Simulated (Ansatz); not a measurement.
Tin, alpha-Sn (diamond): convergence with the k-point mesh

Computed with Ansatz, LDA, scalar-relativistic PAW, on the relaxed cell (a = 6.476 Å; spin not included). Errors count from a run at 420 eV on a Γ-centred 14×14×14 mesh with Fermi-Dirac smearing of 0.1 eV, extrapolated to zero width. Fixed here: cutoff 420 eV, Fermi-Dirac width 0.1 eV. The SCF starts from atomic densities corrected by a trained network.

```json
{"k-mesh": "2×2×2", "E(σ→0) error (meV/atom)": "1079.8", "P (GPa)": "8.75", "SCF iterations": "7"}
{"k-mesh": "2×2×2", "E(σ→0) error (meV/atom)": "1079.8", "P (GPa)": "8.75", "SCF iterations": "7"}
{"k-mesh": "3×3×3", "E(σ→0) error (meV/atom)": "296.5", "P (GPa)": "1.99", "SCF iterations": "6"}
{"k-mesh": "4×4×4", "E(σ→0) error (meV/atom)": "99.3", "P (GPa)": "0.59", "SCF iterations": "6"}
{"k-mesh": "5×5×5", "E(σ→0) error (meV/atom)": "40.8", "P (GPa)": "0.19", "SCF iterations": "6"}
{"k-mesh": "7×7×7", "E(σ→0) error (meV/atom)": "9.3", "P (GPa)": "0.03", "SCF iterations": "6"}
{"k-mesh": "9×9×9", "E(σ→0) error (meV/atom)": "2.5", "P (GPa)": "0.00", "SCF iterations": "6"}
```

Q: What does the run at 12×12×12 give (k-mesh)?

A: E(σ→0) error (meV/atom): 0.2; P (GPa): -0.03; SCF iterations: 6.

Within 5 meV/atom of the last row: from 9×9×9 on.
